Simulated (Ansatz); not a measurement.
[H···H···F], doublet: transfer scan

Starting geometry:

```csv
atom,x (Å),y (Å),z (Å)
H,0.0000,0.0000,-0.8820
H,0.0000,0.0000,-0.1370
F,0.0000,0.0000,1.0190
```

From there H2 is moved from one fragment to the other while all else, the fragments' distance too, stays fixed; atoms are numbered as listed. Energies are in kcal/mol, counted from the starting geometry at the same level. Kohn–Sham curves are unrestricted where that lies lower.

Basis cc-pVTZ; Ansatz 0.2.0. Correlated methods freeze the noble-gas cores. R marks a restricted (for open shells ROHF) determinant, U an unrestricted one.

Full CI isn't at hand for all of this; UCCSDT(Q) serves as the reference, and is uncertain by about the last step of the cluster series.

| distance H1-H2 (Å) | UCCSDT(Q) | PBE | BLYP | r2SCAN | PBE0 | B3LYP | wB97M-V | B2PLYP | RPA-PBE |
| --- | --- | --- | --- | --- | --- | --- | --- | --- | --- |
| 0.693 | 5.2 | 5.7 | 5.2 | 5.4 | 5.3 | 4.9 | 4.8 | 5.3 | 4.7 |
| 0.745 | 0.0 | 0.0 | 0.0 | 0.0 | 0.0 | 0.0 | 0.0 | 0.0 | 0.0 |
| 0.782 | -3.3 | -3.1 | -2.8 | -3.1 | -3.1 | -2.8 | -2.8 | -3.2 | -2.6 |
| 0.818 | -6.4 | -5.7 | -4.9 | -5.7 | -5.7 | -5.0 | -5.3 | -6.0 | -4.8 |
| 0.855 | -9.3 | -7.8 | -6.6 | -8.0 | -8.2 | -7.1 | -7.5 | -8.6 | -6.9 |
| 0.891 | -11.9 | -9.3 | -7.8 | -9.8 | -10.2 | -8.6 | -9.4 | -10.8 | -8.6 |
| 0.928 | -14.0 | -10.2 | -8.4 | -11.0 | -11.6 | -9.7 | -10.9 | -12.4 | -9.8 |
| 0.964 | -15.2 | -10.1 | -8.0 | -11.2 | -12.3 | -9.9 | -11.5 | -13.2 | -10.3 |
| 1.001 | -15.1 | -8.7 | -6.3 | -10.1 | -11.6 | -8.8 | -10.8 | -12.6 | -9.6 |

(1) Judged by the spread of the error over the points with a reference (largest less smallest), which of these follows UCCSDT(Q) best and which worst?

Answers

(1) Subtracting the UCCSDT(Q) column from each: best B2PLYP (errors from 0.0 to 2.5, spread 2.5 kcal/mol), worst BLYP (from -0.1 to 8.7, spread 8.8 kcal/mol). Functionals and wave-function methods converge differently with the basis, so part of this is basis effect.
